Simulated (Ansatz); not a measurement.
# GaAs, singlet: the ladder up to full CI

Geometry: a PBE0/def2-TZVP stationary point for this spin. The triplet lies 0.5 eV lower here.

```xyz
2

Ga    0.0000    0.0000    0.0000
As    0.0000    0.0000    2.1719
```

Basis cc-pVDZ; Ansatz 0.2.0. Correlated methods freeze the noble-gas cores and the filled d shells of p-block atoms, which leaves 8 electrons in 26 orbitals. Prefix R: restricted or restricted open-shell reference; prefix U: unrestricted. Active spaces: valence = (8e, 8o) chosen from the atoms' valence shells. No spin–orbit coupling is included, and no scalar relativity.

Full CI is exact within this basis and frozen core; it isn't the basis-set limit. The frozen core follows each run's orbitals, which can shift R against U totals by a few meV for light atoms and by up to 0.1 eV past Ca.

HF rows: RHF is the determinant under the cluster runs. Coupled cluster chose its determinant by a search with trial CCSD, here up to 0.09 eV above the lowest Hartree–Fock solution of its kind, and MP2 stands on that determinant too.

* UHF ⟨S²⟩: 1.056
* T1 diagnostic (RCCSD): 0.0435
* largest doubles amplitude (RCCSD): 0.143

```csv
level,E − E(full CI) (meV),share of correlation (%),wall time
RHF,5232,0.00,–
RMP2,936,82.12,–
RCCSD,392,92.51,–
RCCSD(T),65,98.76,19 s
BCCD(T),70,98.66,19 s
RCCSDT,36,99.32,–
RCCSDT(Q),-6,100.11,22 s
RCCSDTQ,2,99.95,18 s (H100)
CASSCF (valence space),2605,50.21,–
NEVPT2 (valence space),566,89.19,13 s
MRCISD (valence space),153,97.08,–
MRCISD+Q (valence space),-3,100.05,13 s
```

The correlation energy at full CI, counted from RHF, is -5.232 eV. That run took 17 s on 2 threads of AMD EPYC 7R13 with a shared H100 80 GB, shared host over 55,883,796 determinants.

Run but not shown, since their state, orbitals or frozen core can't be matched to the reference's or they repeat it: UHF, UMP2, UCCSD, UCCSD(T), UCCSDT, UCCSDT(Q), UCCSDTQ.

Times hold each run's SCF and search for its determinant on a shared host, so for small cases they say little of a method's own cost; rows without a card ran on 1 thread of AMD EPYC 7R13.

More than 5 meV below full CI, which no variational method can be: RCCSDT(Q).

Unrestricted levels hold only the spin's projection, and here they fall towards a lower state of higher spin.

The full-CI state has the irrep A1 of C2v, in the program's axes (one component, if the state is degenerate).

Natural occupations of full CI about the gap: 1.960 1.856 1.856 1.845 0.176 0.095 0.095 0.018 0.014 0.014; effectively unpaired electrons, Σ n²(2−n)², 0.40.
